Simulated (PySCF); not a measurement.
First SCF of a structure search on doublet SH₄⁺, at a hand-made tetrahedral geometry. PySCF input:

```python
from pyscf import gto, scf, dft
mol = gto.M(atom='''
S      0.000000     0.000000     0.000000
H      0.763890     0.763800     0.763890
H     -0.763890     0.763800    -0.763890
H      0.763890    -0.763800    -0.763890
H     -0.763890    -0.763800     0.763890''',
    basis={'S': 'def2-TZVP', 'H': 'def2-TZVP'},
    charge=1, spin=1)
mf = dft.UKS(mol, xc='PBE0')
mf.grids.atom_grid = (50, 194)
aux = {'S': 'def2-universal-JKFIT', 'H': 'def2-universal-JKFIT'}
mf = mf.density_fit(auxbasis=aux)
mf.conv_tol = 1e-08
mf.diis_space = 10
mf.max_cycle = 60
mf.init_guess = 'minao'
mf.verbose = 4
mf.kernel()
```

Excerpt of the output (cycles alone):

```
init E= -400.524520786251
cycle= 1 E= -399.875033795529  delta_E= 0.649  |g|=  0.2  |ddm|= 3.59
cycle= 2 E= -399.89589309995  delta_E= -0.0209  |g|= 0.156  |ddm|= 1.56
cycle= 3 E= -399.905916786134  delta_E= -0.01  |g|= 0.0132  |ddm|= 0.385
cycle= 4 E= -399.905999458463  delta_E= -8.27e-05  |g|= 0.00335  |ddm|= 0.0212
cycle= 5 E= -399.906015890246  delta_E= -1.64e-05  |g|= 0.0012  |ddm|= 0.0115
cycle= 6 E= -399.906018501391  delta_E= -2.61e-06  |g|= 0.00029  |ddm|= 0.00472
cycle= 7 E= -399.906018666234  delta_E= -1.65e-07  |g|= 2.5e-05  |ddm|= 0.000946
cycle= 8 E= -399.906018666957  delta_E= -7.24e-10  |g|= 2.95e-06  |ddm|= 8.02e-05
Extra cycle  E= -399.906018666966  delta_E= -8.7e-12  |g|= 1.85e-06  |ddm|= 1.25e-05
converged SCF energy = -399.906018666966  <S^2> = 0.75276751  2S+1 = 2.0027656
```

This is not the lowest solution: a stability analysis within the same unrestricted form found one 86.5 kJ/mol lower, at -399.93896 Eh.

The search for the lowest solution, with the stability check, took 2.9 s on 2 threads of a shared Arm Neoverse V2 host, with 61 basis functions; the process peaked at 0.31 GiB.
